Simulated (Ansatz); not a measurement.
Input file:

```yaml
crystal:
  periodic: [false, false, false]
  atoms:
    - {symbol: B, position_ang: [0.000000, 0.000000, -0.036394]}
    - {symbol: H, position_ang: [0.000000, 0.000000, -1.106394]}
    - {symbol: H, position_ang: [0.000000, 0.000000, 1.142787]}
basis:
  gaussian: {orbitals: aug-cc-pVTZ}
total_charge: 1
magnetization: {spin_polarized: false}
correlation: {method: ccsd_t, electrons: outside_noble_gas}
output: {forces: true}
```

```sh
$ ansatz run in.yaml --threads 1 --pin off --events-out ev --progress --plain --max-ram 2393MiB
```

Output:

```
516 factors; integrals over basis functions are off by at most 1.4e-3 eV
mean field evaluation 1: about -692.8550 eV, gradient 8.4e0 eV
mean field evaluation 2: about -692.8547 eV, gradient 8.4e0 eV
mean field evaluation 4: about -693.1606 eV, gradient 1.3e-1 eV
mean field evaluation 8: about -693.1607 eV, gradient 1.2e-4 eV
mean field -693.16068212 eV, -25.4731852266 hartree, gradient 9.4e-7 eV, S^2 0.000000; 0 other end points of the search recorded, 0 dependent functions left out
1 core orbitals not correlated: weight in the atoms' cores, before any rotation towards them, 1.000 or more for the frozen orbitals, at most 0.000 for the correlated occupied ones
reference -693.16068212 eV, -25.4731852266 hartree; 2, 2 occupied and 89, 89 virtual orbitals, 516 factors
second order -1.87260013 eV of doubles, -0.00000000 eV of singles
cycle   1  -2.18849235 eV  change   -3.2e-1 eV  update   3.7e-2
cycle   2  -2.31736720 eV  change   -1.3e-1 eV  update   1.3e-2
cycle   3  -2.31789567 eV  change   -5.3e-4 eV  update   2.2e-3
cycle   4  -2.31805678 eV  change   -1.6e-4 eV  update   6.3e-4
cycle   5  -2.31798483 eV  change    7.2e-5 eV  update   2.3e-4
cycle   6  -2.31798493 eV  change   -9.4e-8 eV  update   5.3e-5
cycle   7  -2.31800555 eV  change   -2.1e-5 eV  update   1.3e-5
cycle   8  -2.31800583 eV  change   -2.8e-7 eV  update   3.3e-6
perturbative correction -0.02443277 eV, -0.0008978879 hartree
the calculation of the forces begins
mean field evaluation 16: about -693.1612 eV, gradient 1.8e-2 eV
Total energy: -695.50312072 eV, -25.5592682576 hartree
Atom 0 at     0.000000     0.000000    -0.036394 Å, force     0.000000    -0.000000     3.870945 eV/Å
Atom 1 at     0.000000     0.000000    -1.106394 Å, force    -0.000000     0.000000    -3.703094 eV/Å
Atom 2 at     0.000000     0.000000     1.142787 Å, force    -0.000000    -0.000000    -0.167851 eV/Å
Dipole moment:     0.000000    -0.000000     0.005258 e Å
```

Forces (eV/Å):
```
B    0.000  0.000  3.871
H    0.000  0.000 -3.703
H    0.000  0.000 -0.168
```

For the same geometry and basis full CI lies 6.6 meV lower.

Ran on 1 thread of Arm Neoverse V2, shared host: 5.5 s wall, 0.36 GiB peak host memory.
